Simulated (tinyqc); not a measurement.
Worked calculation (part 2 of 2): UKS/LDA (PW92) in the sto-3g basis, for LiH, spin multiplicity 3. Computed by tinyqc, a small Python program that keeps every step (integrals from PySCF). Command: `OMP_NUM_THREADS=1 python tinyqc.py 27534 27535 out.jsonl` (the two numbers bound the seeds that draw the settings). One thread of a shared host (Intel(R) Xeon(R) Processor @ 2.60GHz), about 1 s of CPU time with the checks.

Geometry (angstrom):
```
atom         x         y         z
Li    0.000000  0.000000  0.000000
H     0.000000  0.000000  2.174000
```

## Iteration 2: diagonalisation and new density

F(alpha) (hartree):
```
            1Li 1s     1Li 2s    1Li 2px    1Li 2py    1Li 2pz      2H 1s
1Li 1s   -1.670313  -0.497867   0.000000   0.000000  -0.000870  -0.041337
1Li 2s   -0.497867  -0.217196   0.000000   0.000000  -0.045402  -0.132715
1Li 2px   0.000000   0.000000   0.025512  -0.012065   0.000000   0.000000
1Li 2py   0.000000   0.000000  -0.012065   0.018915   0.000000   0.000000
1Li 2pz  -0.000870  -0.045402   0.000000   0.000000  -0.016856  -0.171970
2H 1s    -0.041337  -0.132715   0.000000   0.000000  -0.171970  -0.303168
```

F(beta) (hartree):
```
            1Li 1s     1Li 2s   1Li 2px   1Li 2py    1Li 2pz      2H 1s
1Li 1s   -1.661022  -0.489952  0.000000  0.000000   0.000511  -0.040554
1Li 2s   -0.489952  -0.156691  0.000000  0.000000  -0.026130  -0.096837
1Li 2px   0.000000   0.000000  0.080821  0.003730   0.000000   0.000000
1Li 2py   0.000000   0.000000  0.003730  0.083112   0.000000   0.000000
1Li 2pz   0.000511  -0.026130  0.000000  0.000000   0.044638  -0.115464
2H 1s    -0.040554  -0.096837  0.000000  0.000000  -0.115464  -0.074782
```

X:
```
            1Li 1s     1Li 2s   1Li 2px   1Li 2py    1Li 2pz      2H 1s
1Li 1s    1.023430  -0.129525  0.000000  0.000000  -0.006110   0.018126
1Li 2s   -0.129525   1.054867  0.000000  0.000000   0.045103  -0.154896
1Li 2px   0.000000   0.000000  1.000000  0.000000   0.000000   0.000000
1Li 2py   0.000000   0.000000  0.000000  1.000000   0.000000   0.000000
1Li 2pz  -0.006110   0.045103  0.000000  0.000000   1.063403  -0.218714
2H 1s     0.018126  -0.154896  0.000000  0.000000  -0.218714   1.094242
```

D(alpha) after iteration 1:
```
            1Li 1s    1Li 2s   1Li 2px   1Li 2py    1Li 2pz      2H 1s
1Li 1s    0.989165  0.004675  0.000000  0.000000  -0.033674  -0.092664
1Li 2s    0.004675  0.135514  0.000000  0.000000   0.118160   0.250571
1Li 2px   0.000000  0.000000  0.363771  0.481084   0.000000   0.000000
1Li 2py   0.000000  0.000000  0.481084  0.636229   0.000000   0.000000
1Li 2pz  -0.033674  0.118160  0.000000  0.000000   0.104469   0.222349
2H 1s    -0.092664  0.250571  0.000000  0.000000   0.222349   0.473692
```

D(beta) after iteration 1:
```
            1Li 1s     1Li 2s   1Li 2px   1Li 2py    1Li 2pz      2H 1s
1Li 1s    0.977737   0.042910  0.000000  0.000000   0.002362  -0.005755
1Li 2s    0.042910   0.001883  0.000000  0.000000   0.000104  -0.000253
1Li 2px   0.000000   0.000000  0.000000  0.000000   0.000000   0.000000
1Li 2py   0.000000   0.000000  0.000000  0.000000   0.000000   0.000000
1Li 2pz   0.002362   0.000104  0.000000  0.000000   0.000006  -0.000014
2H 1s    -0.005755  -0.000253  0.000000  0.000000  -0.000014   0.000034
```

overlap S:
```
           1Li 1s    1Li 2s   1Li 2px   1Li 2py   1Li 2pz     2H 1s
1Li 1s   1.000000  0.241137  0.000000  0.000000  0.000000  0.018458
1Li 2s   0.241137  1.000000  0.000000  0.000000  0.000000  0.260480
1Li 2px  0.000000  0.000000  1.000000  0.000000  0.000000  0.000000
1Li 2py  0.000000  0.000000  0.000000  1.000000  0.000000  0.000000
1Li 2pz  0.000000  0.000000  0.000000  0.000000  1.000000  0.377311
2H 1s    0.018458  0.260480  0.000000  0.000000  0.377311  1.000000
```

A level shift of 0.5 hartree raises the virtual space: F + shift (S - S D(s) S), with D(s) the density of one spin. Diagonalise F' = X^T F X, C = X C', fill 3 alpha and 1 beta electrons from the bottom; D(s) = C_occ C_occ^T. Each column has its largest component positive (the first on a tie).

F' = X^T F X (alpha) (hartree):
```
           1          2          3          4          5          6
1  -1.610907  -0.358745   0.000000   0.000000   0.011679   0.041715
2  -0.358745   0.291390   0.000000   0.000000  -0.103763  -0.251084
3   0.000000   0.000000   0.343626  -0.252607   0.000000   0.000000
4   0.000000   0.000000  -0.252607   0.200800   0.000000   0.000000
5   0.011679  -0.103763   0.000000   0.000000   0.445056  -0.307625
6   0.041715  -0.251084   0.000000   0.000000  -0.307625  -0.048698
```

orbital energies (alpha) (hartree): MO1 -1.676353, MO2 -0.309395, MO3 0.009706, MO4 0.468134, MO5 0.534720, MO6 0.594456

coefficients C (alpha):
```
               MO1        MO2       MO3        MO4        MO5        MO6
1Li 1s    0.983436  -0.110189  0.000000  -0.287567   0.000000  -0.050690
1Li 2s    0.062087   0.292270  0.000000   1.006466   0.000000   0.230863
1Li 2px   0.000000   0.000000  0.603307   0.000000   0.797509   0.000000
1Li 2py   0.000000   0.000000  0.797509   0.000000  -0.603307   0.000000
1Li 2pz   0.005496   0.252990  0.000000  -0.183158   0.000000   1.040746
2H 1s    -0.007301   0.769975  0.000000  -0.401332   0.000000  -0.718010
```

F' = X^T F X (beta) (hartree):
```
           1          2         3         4          5          6
1  -1.600397  -0.372658  0.000000  0.000000  -0.004322   0.011566
2  -0.372658   0.445899  0.000000  0.000000   0.009302  -0.089214
3   0.000000   0.000000  0.580821  0.003730   0.000000   0.000000
4   0.000000   0.000000  0.003730  0.583112   0.000000   0.000000
5  -0.004322   0.009302  0.000000  0.000000   0.599787  -0.135006
6   0.011566  -0.089214  0.000000  0.000000  -0.135006   0.495749
```

orbital energies (beta) (hartree): MO1 -1.666162, MO2 0.367852, MO3 0.528011, MO4 0.578064, MO5 0.585869, MO6 0.711336

coefficients C (beta):
```
               MO1        MO2        MO3        MO4       MO5        MO6
1Li 1s    0.985358  -0.129923  -0.255117   0.000000  0.000000  -0.107970
1Li 2s    0.055569   0.382987   0.897134   0.000000  0.000000   0.448254
1Li 2px   0.000000   0.000000   0.000000   0.804234  0.594312   0.000000
1Li 2py   0.000000   0.000000   0.000000  -0.594312  0.804234   0.000000
1Li 2pz   0.002753   0.311199  -0.455609   0.000000  0.000000   0.936109
2H 1s    -0.007185   0.685066  -0.247132   0.000000  0.000000  -0.859698
```

D(alpha) after iteration 2:
```
            1Li 1s    1Li 2s   1Li 2px   1Li 2py    1Li 2pz      2H 1s
1Li 1s    0.979288  0.028854  0.000000  0.000000  -0.022472  -0.092022
1Li 2s    0.028854  0.089277  0.000000  0.000000   0.074283   0.224588
1Li 2px   0.000000  0.000000  0.363979  0.481143   0.000000   0.000000
1Li 2py   0.000000  0.000000  0.481143  0.636021   0.000000   0.000000
1Li 2pz  -0.022472  0.074283  0.000000  0.000000   0.064034   0.194756
2H 1s    -0.092022  0.224588  0.000000  0.000000   0.194756   0.592915
```

D(beta) after iteration 2:
```
            1Li 1s     1Li 2s   1Li 2px   1Li 2py    1Li 2pz      2H 1s
1Li 1s    0.970930   0.054756  0.000000  0.000000   0.002713  -0.007080
1Li 2s    0.054756   0.003088  0.000000  0.000000   0.000153  -0.000399
1Li 2px   0.000000   0.000000  0.000000  0.000000   0.000000   0.000000
1Li 2py   0.000000   0.000000  0.000000  0.000000   0.000000   0.000000
1Li 2pz   0.002713   0.000153  0.000000  0.000000   0.000008  -0.000020
2H 1s    -0.007080  -0.000399  0.000000  0.000000  -0.000020   0.000052
```

## Convergence

Stop when the energy changes by less than 1e-09 hartree and every element of the error matrix X^T (F D S - S D F) X (for each spin) is below 9e-06.

Course of the cycle:
```
iteration  E (hartree)     change  largest element of the error matrix
1          -7.52104310          -                             1.36e-01
2          -7.60083316  -7.98e-02                             5.95e-02
3          -7.61265262  -1.18e-02                             2.52e-02
4          -7.61479350  -2.14e-03                             1.21e-02
5          -7.61523652  -4.43e-04                             6.10e-03
6          -7.61533739  -1.01e-04                             3.20e-03
7          -7.61536300  -2.56e-05                             1.75e-03
8          -7.61537044  -7.45e-06                             9.89e-04
9          -7.61537295  -2.51e-06                             5.78e-04
10         -7.61537393  -9.74e-07                             3.48e-04
11         -7.61537436  -4.34e-07                             2.14e-04
12         -7.61537459  -2.26e-07                             1.44e-04
13         -7.61537473  -1.41e-07                             1.45e-04
14         -7.61537483  -1.06e-07                             1.45e-04
...                ...        ...                                  ...
69         -7.61537974  -9.73e-08                             1.61e-04
70         -7.61537984  -9.75e-08                             1.61e-04
71         -7.61537993  -9.78e-08                             1.61e-04
72         -7.61538003  -9.81e-08                             1.61e-04
73         -7.61538013  -9.83e-08                             1.61e-04
74         -7.61538023  -9.86e-08                             1.62e-04
75         -7.61538033  -9.89e-08                             1.62e-04
76         -7.61538043  -9.91e-08                             1.62e-04
77         -7.61538053  -9.94e-08                             1.62e-04
78         -7.61538063  -9.96e-08                             1.62e-04
79         -7.61538073  -9.98e-08                             1.63e-04
80         -7.61538083  -1.00e-07                             1.63e-04
81         -7.61538093  -1.00e-07                             1.63e-04
82         -7.61538103  -1.01e-07                             1.63e-04
```

PySCF UKS in the same basis, fine grid, after a stability check = -7.66568910 hartree

Not converged within the cap of 82 iterations: the residual has stopped falling. Reruns (cap 100 unless said): DIIS 8: converged in 7; damping 0.5: not converged; atomic densities as start, DIIS 8: converged in 7; the original settings with a cap of 400: not converged.
